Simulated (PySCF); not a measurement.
Compound: protonated nitrous oxide, HN2O (charge +1).
Numbering: `[NH:1]=[N+:2]=[O:3]` (hydrogens: H4 on N1)

Geometry (GFN2-xTB, Å), atoms numbered from 1 in this order:
```
atom  x, y, z in Å
N1    -0.5401    0.0154    0.1060
N2     0.5002   -0.0109    0.5099
O3     1.5320   -0.0355    0.9103
H4    -1.4819    0.0358   -0.2595
```

Computed with TDDFT wB97X-D/def2-SVPD, vertical, gas phase, core orbitals frozen in the response (PySCF 2.14.0, density-fitted response routines).

Ground-to-excited transition dipoles (e·a0, same axes as the geometry; the sign carries no meaning), for the states with f of 0.002 or more among the lowest 7:

| state | E (eV) | μx | μy | μz |
| --- | --- | --- | --- | --- |
| S6 | 12.238 | 1.831 | -0.073 | 0.712 |
| S7 | 12.264 | -0.077 | 0.000 | 0.116 |

(1) Work out the oscillator strengths.

(2) How is the summed strength of these states shared among x, y and z?

(3) What peak molar absorption coefficient would the strongest computed level give as a lone Gaussian band 0.5 eV wide at half height?

Answers

(1) f = (2/3) ΔE |μ|² with ΔE in hartree (27.2114 eV).

```csv
state,|μ|² (au),|μ| (D),f
S6,3.864,5.00,1.158
S7,0.019,0.35,0.006
```

(2) (2/3) Σ ΔE μα² gives 1.006 for x, 0.002 for y and 0.156 for z, 1.164 in all.

(3) ε(max) = 2.175×10⁸ f / FWHM, with the width in cm⁻¹. S6: 2.175×10⁸ × 1.1584 / 4033 ≈ 62000 L mol⁻¹ cm⁻¹.
